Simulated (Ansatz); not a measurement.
# SiCN (quartet): the correlation ladder at distance N2–Si3 = 3.669 Å, cc-pVDZ

How much of the correlation energy of SiCN (quartet) does each wave-function method recover here?

Computed with Ansatz 0.2.0, Gaussian basis. Level: cc-pVDZ, core rule «outside noble gas», up to 7 orbitals frozen.

To be run: UHF; CCSD(T) on ROHF; CCSD(T) on UHF; BCCD(T) on ROHF; CISD; CCSDT(Q) on ROHF; CCSDT(Q) on UHF; CASSCF and MRCISD+Q, 5 electrons in 5 orbitals; CASSCF and NEVPT2, 5 electrons in 5 orbitals; CASSCF and NEVPT2, 11 electrons in 11 orbitals.

25 further runs of the same task are left out: 5 for a known fault of the program, 2 for a mislabelled method, 11 that didn't finish, 7 set aside as unsound or not needed.

### 1 The system

The geometry derives from a PBE0/def2-TZVP stationary point (not a proven minimum). One bond is set to the value named and the two fragments are kept rigid.

3 atoms, charge 0, spin multiplicity 4.

Atoms are counted from 1 here; the program's logs count them from 0.

Bond lengths: C1–N2 1.181 Å.

As a file:

```
C     0.00000    0.00000   -2.01040
N     0.00000    0.00000   -0.82930
Si    0.00000    0.00000    2.83970
```

### 2 UHF

The input, in.yaml:

```yaml
crystal:
  periodic: [false, false, false]
  atoms:
    - {symbol: C, position_ang: [0.000000, 0.000000, -2.010400]}
    - {symbol: N, position_ang: [0.000000, 0.000000, -0.829300]}
    - {symbol: Si, position_ang: [0.000000, 0.000000, 2.839700]}
basis:
  gaussian: {orbitals: cc-pVDZ}
magnetization: {spin_polarized: true, initial_magnetization: 3}
hamiltonian: {xc: hf}
output: {orbitals: {seedname: orbitals}}
```

Run with:

```
$ ansatz run in.yaml --threads 1 --pin off --events-out ev --progress --plain --max-ram 2393MiB
```

Further steps of the session: CCSD(T) on ROHF; CCSD(T) on UHF; BCCD(T) on ROHF; CISD; CCSDT(Q) on ROHF; CCSDT(Q) on UHF; CASSCF and MRCISD+Q, 5 electrons in 5 orbitals; CASSCF and NEVPT2, 5 electrons in 5 orbitals; CASSCF and NEVPT2, 11 electrons in 11 orbitals.

Q: Predict the results of all the runs planned. Wanted: RCCSDT(Q) below the RHF energy; RMP2 from RCCSDT(Q); UMP2 from RCCSDT(Q); RCCSD from RCCSDT(Q); RCCSD(T) from RCCSDT(Q); UCCSD(T) from RCCSDT(Q); UCCSDT(Q) from RCCSDT(Q); NEVPT2 pair from RCCSDT(Q); MRCISD+Q pair from RCCSDT(Q).

The runs gave:

| quantity | value |
| --- | --- |
| RCCSDT(Q) below the RHF energy | -10.0255 eV |
| RMP2 from RCCSDT(Q) | +29.77 kcal/mol |
| UMP2 from RCCSDT(Q) | +50.37 kcal/mol |
| RCCSD from RCCSDT(Q) | +11.56 kcal/mol |
| RCCSD(T) from RCCSDT(Q) | +1.95 kcal/mol |
| UCCSD(T) from RCCSDT(Q) | +2.99 kcal/mol |
| UCCSDT(Q) from RCCSDT(Q) | -0.24 kcal/mol |
| NEVPT2 pair from RCCSDT(Q) | +31.47 kcal/mol |
| MRCISD+Q pair from RCCSDT(Q) | +7.24 kcal/mol |
| NEVPT2 valence from RCCSDT(Q) | +31.38 kcal/mol |
| levels within 1 kcal/mol (43 meV) | UCCSDT(Q) |
| T1 diagnostic | 0.047 |
| effectively unpaired electrons | 3.11 |

What this shows: RCCSD(T) misses by +1.95 kcal/mol, 0.8 % of the correlation energy. CCSD(T) misses by +1.95 kcal/mol on the restricted determinant and by +2.99 kcal/mol on the unrestricted one; the two need not hold the same state or core. The occupations are near whole numbers, but T1 = 0.047 shows that the orbitals relax strongly. Of the multireference levels listed MRCISD+Q pair comes nearest in total energy (+7.24 kcal/mol), which doesn't show that its space is the better one. These misses are within one basis, not against nature; the frozen cores of restricted and unrestricted runs differ, which can shift their rows.
